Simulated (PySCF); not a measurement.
Atom-mapped SMILES (the numbers label the heavy atoms): `[CH3:1][CH2:2][C:3]([CH3:4])([CH3:5])[F:6]`; H(Xn) means a hydrogen on atom n.

GIAO PBE0/pcSseg-1 shifts (PySCF 2.14, gas phase, non-relativistic, equivalent atoms averaged), each against references optimised in the same way as the molecule (TMS, CFCl3).

On the GFN2-xTB geometry: C3 95.5, C2 38.0, C4/C5 28.7, C1 9.8, F6 -187.7, H(C2) 1.51, H(C4)/H(C5) 1.33, H(C1) 1.13 ppm.

What changes on the PBE0-D3(BJ)/def2-SVP geometry?

Answers


| atoms | δ (ppm) | change |
| --- | --- | --- |
| C3 | 91.5 | -4.0 |
| C2 | 36.3 | -1.7 |
| C4/C5 | 27.8 | -0.9 |
| C1 | 9.1 | -0.7 |
| F6 | -181.0 | +6.7 |
| H(C2) | 1.32 | -0.19 |
| H(C4)/H(C5) | 1.24 | -0.09 |
| H(C1) | 1.06 | -0.07 |

Unscaled 19F shifts against computed CFCl3 carry errors that often reach 10 to 50 ppm.

Bonds between heavy atoms that differ most (equivalent bonds averaged): C3–C4 1.526 → 1.518 Å, C2–C3 1.534 → 1.528 Å, C1–C2 1.525 → 1.520 Å. Mean change of bonds to hydrogen: C–H +0.013 Å. The two structures also differ in conformation, which adds to the changes.
